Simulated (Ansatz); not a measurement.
This geometry of CH5B + ClH (9 atoms, charge 0, multiplicity 1) is a first-order saddle point.

Level of theory: RKS B3LYP-D4/6-31G* (Ansatz 0.2.0).

```xyz
9
Properties=species:S:1:pos:R:3
B -0.021 -0.260 0.266
C -0.010 0.053 1.934
H -0.947 -0.037 2.491
H 0.830 -0.296 2.542
H 0.156 1.126 1.756
H 1.057 -0.164 -0.220
H -1.024 0.109 -0.248
Cl -0.309 -2.448 0.337
H -0.167 -1.271 1.302
```

(1) Which two structures does it join? (They come from a converged band through this point; their orientation in space is the band's.)

(2) How far does it lie above each of them?

## Answers

(1) Bonds broken: B1–C2, Cl8–H9. Bonds formed: B1–Cl8, C2–H9. CH5B + ClH becomes BClH2 + CH4.

Initial state:

```xyz
9
Properties=species:S:1:pos:R:3
B 0.022 0.147 0.278
C 0.058 0.374 1.829
H -0.875 0.137 2.353
H 0.903 -0.101 2.342
H 0.206 1.462 1.955
H 1.038 0.018 -0.342
H -1.001 0.261 -0.333
Cl -0.315 -2.742 0.399
H -0.471 -2.743 1.680
```

Final state:

```xyz
9
Properties=species:S:1:pos:R:3
B -0.075 -0.624 -0.735
C -0.013 -0.012 2.622
H -0.889 0.285 3.204
H 0.877 0.007 3.256
H 0.122 0.688 1.791
H 1.030 -0.185 -0.755
H -1.056 0.047 -0.745
Cl -0.268 -2.367 -0.716
H -0.161 -1.025 2.237
```

(2) 0.73 eV above the first and 1.91 eV above the second. This is the barrier of this one path; another mechanism may lie lower. The orbitals stay closed-shell, which can raise the energy where a bond breaks towards radicals; this wasn't checked here.

Time of the run: 2.8 min on 1 thread of Arm Neoverse V1, with other jobs on the host, peak memory 0.12 GiB.
